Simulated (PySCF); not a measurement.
## Löwdin shares of the frontier orbitals

Species: C4H7Cl.
Z-matrix (Å and degrees, GFN2-xTB geometry), rows numbered from 1:
```
C 
C   1  1.4931
C   2  1.3243  1  126.84
C   3  1.4905  2  129.41  1    -0.06
Cl  3  1.7477  2  118.24  1  -179.99
H   1  1.0895  2  109.57  3   121.05
H   1  1.0848  2  112.55  3    -0.07
H   1  1.0894  2  109.58  3  -121.17
H   2  1.0817  1  114.57  3  -179.99
H   4  1.0893  3  109.88  2  -120.74
H   4  1.0893  3  109.91  2   120.84
H   4  1.0853  3  111.32  2     0.04
```

Computed with TDDFT PBE0/def2-SVPD, vertical, gas phase, core orbitals frozen in the response (PySCF 2.14.0, density-fitted response routines).

Frontier orbitals with the atoms that hold most of them (Löwdin shares over 4%, at most four atoms; ? is withheld):

```tsv
orbital	ε (eV)	atoms
LUMO+2	0.93	Cl5 50%, C3 18%, C4 9%, H12 8%
LUMO+1	0.64	C1 19%, Cl5 15%, C4 13%, C2 12%
LUMO	?	?
HOMO	-6.96	?
HOMO-1	-8.68	Cl5 80%, C3 7%, C4 6%
HOMO-2	-9.66	Cl5 60%, C3 16%, C4 9%, C2 5%
HOMO-3	-10.11	C2 22%, C1 19%, Cl5 15%, H9 12%
```

Q: Give the leading atoms of the HOMO.

A: C2 (bonded to 2 C and H) 29%; C3 (bonded to 2 C and Cl) 27%; Cl5 (bonded to C) 25%; C1 (bonded to C and 3 H) 6%. By element: carbon 62% or more, chlorine 25%.

Q: Give the leading atoms of the LUMO.

A: C3 (bonded to 2 C and Cl) 31%; C2 (bonded to 2 C and H) 30%; Cl5 (bonded to C) 10%; C1 (bonded to C and 3 H) 7%. By element: carbon 68% or more, chlorine 10%.

Q: What is the LUMO energy, and the HOMO–LUMO gap?

A: ε(LUMO) = 0.25 eV; the gap is 7.21 eV (0.2649 hartree).

Q: The HOMO–LUMO gap is 7.21 eV. Where does the response calculation put the lowest singlet, and from which orbitals?

A: S1 is at 6.23 eV (f = 0.0002), 0.98 eV below the gap, made of HOMO→LUMO+1 (59%), HOMO→LUMO+2 (36%). Its leading pair isn't HOMO and LUMO; the energies of that pair differ by 7.60 eV. 

Q: One configuration dominates each of S3 and S4. Which, and how do the shares of the two leading atoms of either orbital change from the occupied to the empty one?

A: 
- S3 (6.70 eV, f 0.360), HOMO→LUMO (94%): C2 29% → 30%, C3 27% → 31%
- S4 (7.40 eV, f 0.0000), HOMO-1→LUMO (95%): Cl5 80% → 10%, C3 7% → 31%, C2 at most 4% → 30%

Löwdin shares depend on the basis, the more so with diffuse functions.
